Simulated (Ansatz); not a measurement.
Cost and result for the atomization energy of `CCOC(C)F` (15 atoms, 14 bonds).

| atom | x (Å) | y (Å) | z (Å) |
| --- | --- | --- | --- |
| C1 | 0.408 | 0.734 | 2.243 |
| C2 | 0.700 | -0.135 | 1.049 |
| O3 | -0.146 | 0.271 | -0.016 |
| C4 | -0.057 | -0.505 | -1.139 |
| C5 | -1.120 | -0.099 | -2.117 |
| F6 | 1.192 | -0.331 | -1.734 |
| H7 | -0.634 | 0.633 | 2.552 |
| H8 | 1.047 | 0.448 | 3.081 |
| H9 | 0.598 | 1.783 | 2.009 |
| H10 | 0.509 | -1.193 | 1.277 |
| H11 | 1.747 | -0.042 | 0.743 |
| H12 | -0.102 | -1.574 | -0.881 |
| H13 | -1.016 | 0.963 | -2.344 |
| H14 | -2.107 | -0.277 | -1.688 |
| H15 | -1.020 | -0.676 | -3.037 |

Total charge 0; spin multiplicity 1. Geometry: relaxed with PBE0-D4/def2-TZVP. It is one conformer, not always the lowest. Program: Ansatz. All runs use 4 threads of an Arm Neoverse V1 on a shared host. Times are those of one run each, without the atoms' runs, and a repeat can differ threefold. Electronic energies, without spin–orbit coupling; frozen cores. CCSD(T)/CBS adds CCSD(T) − MP2 in def2-TZVPP to the MP2 limit, and its time is that of the two runs behind it. T1 = 0.011. HSE06 is the plane-wave form, built on full-range PBE exchange.

CCSD(T)/CBS is a level of theory with its own doubt, some kJ/mol a heavy atom from the limit and from the frozen cores, so smaller differences don't rank the functionals.

| level | functions | wall time | atomization (kcal/mol) | difference from CCSD(T)/CBS | per bond |
| --- | --- | --- | --- | --- | --- |
| revPBE-D4/def2-TZVPP | 312 | 4 s | 1408.2 | -4.4 | -0.3 |
| PBE-D4/def2-TZVPP (with forces) | 312 | 4.7 s | 1444.5 | 31.9 | 2.3 |
| CAM-B3LYP-D4/def2-TZVPP | 312 | 8.5 s | 1421.5 | 8.9 | 0.6 |
| HSE06-D4/def2-TZVPP | 312 | 9.5 s | 1420.1 | 7.5 | 0.5 |
| r2SCANh-D4/def2-TZVPP | 312 | 12 s | 1408.2 | -4.4 | -0.3 |
| PBE-QIDH/def2-TZVPP | 312 | 13 s | 1407.0 | -5.6 | -0.4 |
| ωB97X-V/def2-TZVPP | 312 | 15 s | 1415.2 | 2.6 | 0.2 |
| B97M-V/def2-TZVPP | 312 | 15 s | 1413.1 | 0.5 | 0.0 |
| ωB97M-V/def2-TZVPP (with forces) | 312 | 20 s | 1416.6 | 4.0 | 0.3 |
| CCSD(T)/def2-SVP | 129 | 24 s | 1354.5 | -58.1 | -4.1 |
| MP2/def2-QZVPP | 612 | 53 s | 1420.4 | 7.8 | 0.6 |
| CCSD(T)/def2-TZVPP | 312 | 30 min | 1380.4 | -32.2 | -2.3 |
| CCSD(T)/CBS(def2) | – | 31 min | 1412.6 | 0.0 | 0.0 |

Leaving LDA and LC-ωPBE aside and taking each functional with its dispersion term where it has one, the values, not all of them listed here, spread over 73.6 kcal/mol, from BHLYP-D4 to PBE-D4. LDA lies +186.9 kcal/mol from PBE without D4, its usual overbinding. The D4 term adds +8.9 kcal/mol with B3LYP and +4.7 kcal/mol with PBE0; it sums over pairs of atoms, weighted by their polarisabilities, and B3LYP, whose exchange is more repulsive, gets the larger term. In def2-TZVPP, CCSD(T) changes the Hartree–Fock value by +340.1 kcal/mol (the triples alone add +18.9 kcal/mol) and MP2 by +361.2 kcal/mol; breaking electron pairs costs correlation energy, which Hartree–Fock lacks.

B3LYP here is the variant with VWN-RPA as its local correlation; programs differ in this.
